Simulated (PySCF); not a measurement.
Planning a shielding job on phosphaethyne (`C#P`).

Method: GIAO LC-wPBE/pcSseg-2 NMR shielding, non-relativistic, gas phase (PySCF 2.14.0, density-fitted response routines). Geometry: PBE0-D3(BJ)/def2-SVP. Work: shieldings, density fitting. The input is one job of a driver script: a line of settings, then coordinates in Å.

Command:
```bash
OMP_NUM_THREADS=1 python probes_run.py task.json out
```

Input:
```
{"job": {"kind": "nmr", "xc": "LC-wPBE", "basis": "pcSseg-2", "pop": false}, "charge": 0, "multiplicity": 1}
C     -0.147114     0.050419    -0.013160
P      1.378349     0.244245     0.076997
H     -1.220380    -0.085871    -0.076567
```

Hardware: one thread of an Arm Neoverse V2, no GPU (shared host). PySCF's memory limit was set to 2400 MB.

**Question.** How large is the basis?

**Answer.** 93 functions for 22 electrons, with 287 fitting functions; the fitted three-index integrals, 287 × 93 × 94/2 numbers of 8 bytes, come to 9.6 MiB.

**Question.** Estimate the wall time.

**Answer.** About 2.2 s. The SCF took 12 cycles.

**Question.** How much memory does it need at the peak?

**Answer.** About 0.33 GiB. Peak memory is the resident size of the whole Python process, interpreter and libraries included.

**Question.** At this speed, how long would 100 such jobs take on 32 cores, one job a core?

**Answer.** 100/32 gives 4 rounds of 2.2 s, about 8.8 s of wall time and 0.061 core-hours, if the jobs don't slow each other.

The SCF part of the output:
```
coarse grid: 3336 points
cycle   1  E = -379.8597249040  dE =  2.081e-04  |g| = 1.839e-01  |ddm| = 1.306e+00
cycle   2  E = -379.8661930303  dE = -6.468e-03  |g| = 8.830e-02  |ddm| = 1.696e-01
cycle   3  E = -379.8673049893  dE = -1.112e-03  |g| = 6.044e-02  |ddm| = 9.330e-02
cycle   4  E = -379.8682800956  dE = -9.751e-04  |g| = 1.324e-02  |ddm| = 3.868e-02
cycle   5  E = -379.8683331627  dE = -5.307e-05  |g| = 1.761e-03  |ddm| = 2.048e-02
cycle   6  E = -379.8683348423  dE = -1.680e-06  |g| = 8.231e-04  |ddm| = 3.878e-03
final grid: 28512 points
cycle   7  E = -379.8766731923  dE = -3.604e-05  |g| = 5.887e-03  |ddm| = 1.958e-02
cycle   8  E = -379.8766700937  dE =  3.099e-06  |g| = 6.308e-03  |ddm| = 5.134e-03
cycle   9  E = -379.8766784042  dE = -8.311e-06  |g| = 8.606e-04  |ddm| = 3.779e-03
cycle  10  E = -379.8766785700  dE = -1.657e-07  |g| = 2.239e-04  |ddm| = 5.176e-04
cycle  11  E = -379.8766786391  dE = -6.912e-08  |g| = 3.936e-05  |ddm| = 3.200e-04
cycle  12  E = -379.8766786399  dE = -8.450e-10  |g| = 6.609e-06  |ddm| = 1.025e-04
converged SCF energy = -379.8766786399
```

On the final grid dE counts from the start density on that grid.

Other jobs ran on the host; a repeat could differ by tens of per cent or more.
